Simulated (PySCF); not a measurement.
Species: PH2OH, H3OP.
Bonds: O1–P2. Hydrogens: H3 on O1; H4, H5 on P2.

Computed with PySCF at PBE0/pcSseg-1, non-relativistic, on one gas-phase PBE0-D3(BJ)/def2-SVP geometry that isn't relaxed in the solvent. The solvent is an IEF-PCM continuum (cavity from Bondi-type radii × 1.2). The model holds no explicit solvent molecules, cavitation or dispersion.

Gas phase at PBE0/pcSseg-1: HOMO -7.33 eV, LUMO 0.01 eV, dipole 0.74 D.

What does the continuum do to the energy, the frontier levels and the dipole at PBE0/pcSseg-1 in benzene and chloroform?

```csv
solvent,ε,E(solvent) − E(gas) (kcal/mol),polarisation term (kcal/mol),distortion of the solute (kcal/mol),HOMO (eV),LUMO (eV),dipole (D)
benzene,2.271,-2.13,-2.20,0.07,-7.27,0.14,0.77
chloroform,4.711,-3.38,-3.56,0.18,-7.26,0.19,0.80
```

The polarisation term is half the interaction of the solute with the surface charges that it induces; the rest is the cost of distorting the solute's density. The sum is the electrostatic part of solvation alone. From benzene to chloroform the lowering changes by a factor 1.59, Onsager's factor (ε − 1)/(2ε + 1) by 1.55 and ε itself by 2.1.

Which IAO charges (PBE0/pcSseg-1) respond most in benzene (means over atoms taken as equivalent)?

```csv
atoms,environment,gas (e),solvent (e),change
O1,hydroxyl oxygen,-0.726,-0.738,-0.012
H3,hydroxyl hydrogen,+0.364,+0.373,+0.009
P2,three-coordinate phosphorus,+0.429,+0.425,-0.004
H4/H5,P–H hydrogen,-0.034,-0.030,+0.004
```

The values belong to the conformer `[OH:1][PH2:2]`: H–O1–P2–H -133°, H–O1–P2–H 134°.
